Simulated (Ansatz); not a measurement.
Cost and result for the atomization energy of `O=COCCO` (12 atoms, 11 bonds).

```xyz
12

O     0.251   -0.098   -2.340
C    -0.652    0.497   -1.828
O    -0.700    0.915   -0.566
C     0.435    0.602    0.247
C     0.370   -0.799    0.809
O    -0.767   -1.040    1.601
H    -1.579    0.790   -2.340
H     1.351    0.723   -0.337
H     0.416    1.346    1.046
H     0.333   -1.521   -0.008
H     1.302   -0.978    1.365
H    -0.759   -0.439    2.351
```

The species carries charge 0 and has multiplicity 1. The geometry is a stationary point of PBE0-D4/def2-TZVP. It is a higher conformer; a search finds a lower one. Program: Ansatz. All runs use 4 threads of a server CPU on a shared host. Times are those of one run each, without the atoms' runs, and a repeat can differ threefold. Electronic energies, without spin–orbit coupling; frozen cores. CCSD(T)/CBS adds CCSD(T) − MP2 in def2-TZVPP to the MP2 limit, and its time is that of the two runs behind it. T1 = 0.014. B3LYP takes the VWN-RPA correlation (the form of Gaussian; ORCA's B3LYP/G).

CCSD(T)/CBS is a level of theory with its own doubt, some kJ/mol a heavy atom from the limit and from the frozen cores, so smaller differences don't rank the functionals.

```csv
level,functions,wall time
PBE-D4/def2-TZVPP (with forces),270,2.7 s
PBE0-D4/def2-TZVPP,270,2.9 s
r2SCAN-D4/def2-TZVPP (with forces),270,4.8 s
B3LYP-D4/def2-TZVPP (with forces),270,4.8 s
B2PLYP/def2-TZVPP,270,6.5 s
ωB97X-V/def2-TZVPP,270,7.5 s
ωB97M-V/def2-TZVPP (with forces),270,12 s
MP2/def2-QZVPP,522,29 s
CCSD(T)/def2-TZVPP,270,5.3 min
CCSD(T)/CBS(def2),–,5.8 min
```

Problem. What atomization energy does each give, and how far from CCSD(T)/CBS? (Estimate.)

Solution. Computed: 
| level | atomization (kcal/mol) | difference from CCSD(T)/CBS | per bond |
| --- | --- | --- | --- |
| PBE-D4/def2-TZVPP (with forces) | 1219.4 | 40.6 | 3.7 |
| PBE0-D4/def2-TZVPP | 1183.3 | 4.5 | 0.4 |
| r2SCAN-D4/def2-TZVPP (with forces) | 1183.6 | 4.8 | 0.4 |
| B3LYP-D4/def2-TZVPP (with forces) | 1176.8 | -2.0 | -0.2 |
| B2PLYP/def2-TZVPP | 1167.1 | -11.7 | -1.1 |
| ωB97X-V/def2-TZVPP | 1180.7 | 1.9 | 0.2 |
| ωB97M-V/def2-TZVPP (with forces) | 1182.5 | 3.7 | 0.3 |
| MP2/def2-QZVPP | 1197.3 | 18.5 | 1.7 |
| CCSD(T)/def2-TZVPP | 1146.8 | -32.0 | -2.9 |
| CCSD(T)/CBS(def2) | 1178.8 | 0.0 | 0.0 |

The D4 term adds +7.7 kcal/mol with B3LYP and +4.1 kcal/mol with PBE0; it sums over pairs of atoms, weighted by their polarisabilities, and B3LYP, whose exchange is more repulsive, gets the larger term. In def2-TZVPP, CCSD(T) changes the Hartree–Fock value by +330.5 kcal/mol (the triples alone add +22.1 kcal/mol) and MP2 by +362.1 kcal/mol; breaking electron pairs costs correlation energy, which Hartree–Fock lacks. From PBE to PBE0 (25 % exact exchange), in def2-TZVPP and without D4, the atomization energy moves by −35.3 kcal/mol: exact exchange takes away binding that semilocal exchange gives to molecules.
